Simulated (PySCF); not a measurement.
We consider rock-salt KI, described by PBE (PySCF, GTH pseudopotentials, Gaussian basis).

The same calculation (at the measured cell, 44.090 Å³/atom) with different numerical settings; throughout: k mesh 2×2×2:

```json
[
 {"run": "1", "basis": "DZ", "gap on the mesh (eV)": "3.824", "total energy (eV/atom)": "-541.9631"},
 {"run": "2", "basis": "TZ", "gap on the mesh (eV)": "3.908", "total energy (eV/atom)": "-542.0550"},
 {"run": "3", "basis": "QZ", "gap on the mesh (eV)": "3.916", "total energy (eV/atom)": "-542.0791"}
]
```

In the column total energy (eV/atom) the first row differs from the last by +0.1160 and the next to last by +0.0241.

The last row is no converged limit: other settings stay fixed.

Spin–orbit coupling is not included.
